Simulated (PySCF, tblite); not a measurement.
Isomers of C4H7OS (doublet state), one GFN2-xTB conformer each. Single-point energies are computed at B3LYP/pcH-1 (PySCF, gas phase, no added dispersion term), electronic only. GFN2-xTB treats the open shell by occupation alone, and not every SCF solution was tested for stability.

```json
{"SMILES": "[CH2]S[C@@H]1CCO1", "GFN2-xTB relative energy (kJ/mol)": "134.0"}
{"SMILES": "C[C](S)C(C)=O", "GFN2-xTB relative energy (kJ/mol)": "0.0"}
{"SMILES": "[H]/[C]=C\\OCCS", "GFN2-xTB relative energy (kJ/mol)": "239.6"}
{"SMILES": "[CH2]CC(=S)OC", "GFN2-xTB relative energy (kJ/mol)": "142.2"}
{"SMILES": "CCOC[C]=S", "GFN2-xTB relative energy (kJ/mol)": "132.0"}
```

Conformers: `[CH2:1][S:2][C@@H:3]1[CH2:4][CH2:5][O:6]1` (doublet state) with H–C1–S2–C3 -31° and 177°, C1–S2–C3–C4 173°; `[CH3:1][C:2]([SH:3])[C:4]([CH3:5])=[O:6]` (doublet state) with C1–C2–S3–H 0°, C1–C2–C4–C5 180°; `[H]/[C:1]=[CH:2]\[O:3][CH2:4][CH2:5][SH:6]` (doublet state) with C1–C2–O3–C4 1°, C2–O3–C4–C5 177°, O3–C4–C5–S6 -69°, C4–C5–S6–H -62°; `[CH2:1][CH2:2][C:3](=[S:4])[O:5][CH3:6]` (doublet state) with H–C1–C2–C3 6° and -174°, C1–C2–C3–S4 5°, C2–C3–O5–C6 0°; `[CH3:1][CH2:2][O:3][CH2:4][C:5]=[S:6]` (doublet state) with C1–C2–O3–C4 180°, C2–O3–C4–C5 180°, O3–C4–C5–S6 0°.

Question: What does B3LYP/pcH-1 give for the same structures?

Answer: 
```csv
SMILES,B3LYP/pcH-1 E (Eh),B3LYP/pcH-1 (kJ/mol),GFN2-xTB (kJ/mol),point group
C[C](S)C(C)=O,-630.04490,0.0,0.0,Cs
CCOC[C]=S,-629.98841,148.3,132.0,Cs
[CH2]CC(=S)OC,-629.98564,155.6,142.2,–
[CH2]S[C@@H]1CCO1,-629.97315,188.4,134.0,C1
[H]/[C]=C\OCCS,-629.95163,244.9,239.6,C1
```

Both levels put the same isomer lowest; measured from each level's own lowest isomer, the values differ by up to 54.4 kJ/mol ([CH2]S[C@@H]1CCO1: 134.0 against 188.4). Neighbours under 21 kJ/mol apart (CCOC[C]=S and [CH2]CC(=S)OC) can change places with a better method, another conformer or zero-point energy.

Question: What happens when harmonic zero-point energies from GFN2-xTB frequencies are added?

Answer: 
```
           SMILES  ZPE (kJ/mol)  electronic (kJ/mol)  with ZPE (kJ/mol)
    C[C](S)C(C)=O         254.2                  0.0                0.0
        CCOC[C]=S         262.5                148.3              156.5
    [CH2]CC(=S)OC         254.2                155.6              155.6
[CH2]S[C@@H]1CCO1         261.0                188.4              195.2
   [H]/[C]=C\OCCS         249.5                244.9              240.2
```

The zero-point energies span 13.0 kJ/mol. The lowest isomer stays, but the order above it changes.
